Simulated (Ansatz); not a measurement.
Write a Python script for Ansatz 0.2.0 through its Python package that makes a search for lower mean-field states of C₂H₃N, SMILES CC#N. Settings (for the species named): PBE, cc-pVDZ basis, multiplicity 1.

```xyz
6

C    -0.2458    0.2806   -0.2022
C     0.5636   -0.6745    0.4181
N     1.2183   -1.4615    0.9074
H     0.1440    0.5852   -1.2188
H    -1.3159   -0.0559   -0.3257
H    -0.3221    1.2621    0.3750
```

The script, `c2h3n_states.py`:
```python
# -*- coding: utf-8 -*-
'''Does a wider search find a lower mean-field state of C2H3N?'''

import ansatz as az
import numpy as np

BASIS = 'cc-pVDZ'
XC = 'pbe'


def main():
    mol = (
        az.Crystal.molecule()
        .atom('C', (-0.2458, 0.2806, -0.2022))
        .atom('C', (0.5636, -0.6745, 0.4181))
        .atom('N', (1.2183, -1.4615, 0.9074))
        .atom('H', (0.144, 0.5852, -1.2188))
        .atom('H', (-1.3159, -0.0559, -0.3257))
        .atom('H', (-0.3221, 1.2621, 0.375))
    )
    symbols = [site.symbol for site in mol.cartesian_sites]

    start = np.array([site.position_ang for site in mol.cartesian_sites])
    for factor in [1.0, 1.5]:
        xyz = (start - start.mean(axis=0)) * factor
        scaled = az.Crystal.molecule()
        for symbol, place in zip(symbols, xyz):
            scaled = scaled.atom(symbol, place.tolist())
        calc = (
            scaled.calculation()
            .basis(gaussian=BASIS)
            .functional(XC)
            .spin('collinear')
        )
        for search in ('off', 'standard'):
            try:
                report = calc.scf(lower_state_search=search).run(threads=1).report
            except az.AnsatzError as error:
                print(f'x{factor} search {search}: {type(error).__name__}')
                continue
            state = report['mean_field']['state']
            print(f'all distances x{factor}, search {search:8s} E = {report["free_energy_ev"]:.5f} eV  <S^2> = {abs(state["spin_squared"]):.3f}  other states met: {len(report["mean_field"]["others"])}')


if __name__ == '__main__':
    main()
```

```console
$ python c2h3n_states.py
all distances x1.0, search off      E = -3607.75897 eV  <S^2> = 0.000  other states met: 0
all distances x1.0, search standard E = -3607.75897 eV  <S^2> = 0.000  other states met: 0
all distances x1.5, search off      E = -3593.26357 eV  <S^2> = 0.000  other states met: 0
all distances x1.5, search standard E = -3593.30584 eV  <S^2> = 0.419  other states met: 7
```

Notes:
- Total energies depend on the basis set; only differences at equal settings carry meaning.
- The count of other states can hold repeated and symmetry-equivalent ends of the search; scaling all distances is a test, and for more than two atoms no physical path.
- The geometry comes from a force field and isn't relaxed at this level.
- The expectation value of S² is noticeably off S(S+1) in at least one run, so that state is spin-contaminated.
- Hardware and time: 6.3 s on 1 thread of Arm Neoverse V2, on a shared host, peak memory 0.19 GiB.
